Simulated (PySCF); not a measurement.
Species: acetyl fluoride, C₂H₃FO.
Atom-mapped SMILES: `[CH3:1][C:2](=[O:3])[F:4]` (hydrogens: H5, H6, H7 on C1)

Structure used (PBE0-D3(BJ)/def2-SVP), in Å, numbered top down from 1:
```xyz
7
C2H3FO angstrom
C     -0.6385   -0.0712   -0.1213
C      0.8356   -0.0390    0.1041
O      1.6403   -0.8657   -0.1543
F      1.2071    1.1257    0.6632
H     -1.1682    0.2082    0.8002
H     -0.9443   -1.0677   -0.4577
H     -0.9003    0.6758   -0.8862
```

The calculation used core-valence-separated Tamm–Dancoff BHandHLYP/aug-pcX-1 (pcseg-1 on H) in PySCF, non-relativistic, gas phase, PBE0-D3(BJ)/def2-SVP geometry. Absolute energies from this functional tend to lie a few eV below measured edges; no shift was applied.

The lowest roots of each edge with f over 0.003 (five at most, numbered afresh; weaker and dark ones are left out), with transition dipoles (au) in the frame of the coordinates:

```
root  edge  E (eV)       μx       μy       μz
   1     C  285.43   0.0115   0.0393  -0.0908
   2     C  285.45   0.0083   0.0230  -0.0498
   3     C  286.11  -0.0279   0.0091  -0.0027
   4     C  286.96   0.0005   0.0621   0.0344
   5     C  287.13  -0.0113  -0.0335   0.0628
   6     O  529.36   0.0073   0.0244  -0.0562
   7     O  535.18  -0.0151  -0.0050  -0.0046
   8     O  535.49  -0.0025  -0.0199  -0.0087
   9     O  536.30  -0.0097  -0.0108  -0.0059
  10     F  685.31   0.0032   0.0120  -0.0257
  11     F  686.92   0.0084   0.0215   0.0114
  12     F  688.12   0.0114   0.0359   0.0179
  13     F  689.11  -0.0148  -0.0069  -0.0047
```

Task: What are the oscillator strengths?

Result: f = (2/3) ΔE |μ|², with ΔE in hartree (27.2114 eV):

```
root  ΔE (Eh)  |μ|² (au)      f  core hole on
   1  10.4894   0.009921  0.069            C2
   2  10.4900   0.003078  0.022            C1
   3  10.5145   0.000869  0.006            C1
   4  10.5457   0.005040  0.035            C1
   5  10.5520   0.005194  0.037            C1
   6  19.4534   0.003807  0.049            O3
   7  19.6675   0.000274  0.004            O3
   8  19.6789   0.000478  0.006            O3
   9  19.7087   0.000246  0.003            O3
  10  25.1846   0.000815  0.014            F4
  11  25.2437   0.000663  0.011            F4
  12  25.2879   0.001739  0.029            F4
  13  25.3244   0.000289  0.005            F4
```

Task: Molecules are fixed in this frame and the field points along (1, 1, 0)/√2. What effective strengths 3 f cos²θ do the roots have (θ between field and μ)?

Result: root 1 (C2): 0.027, root 2 (C1): 0.010, root 3 (C1): 0.004, root 4 (C1): 0.041, root 5 (C1): 0.021, root 6 (O3): 0.020, root 7 (O3): 0.008, root 8 (O3): 0.010, root 9 (O3): 0.008, root 10 (F4): 0.006, root 11 (F4): 0.023, root 12 (F4): 0.056, root 13 (F4): 0.012. Root 12 is the strongest. Averaged over all orientations cos²θ is 1/3, which gives f back.

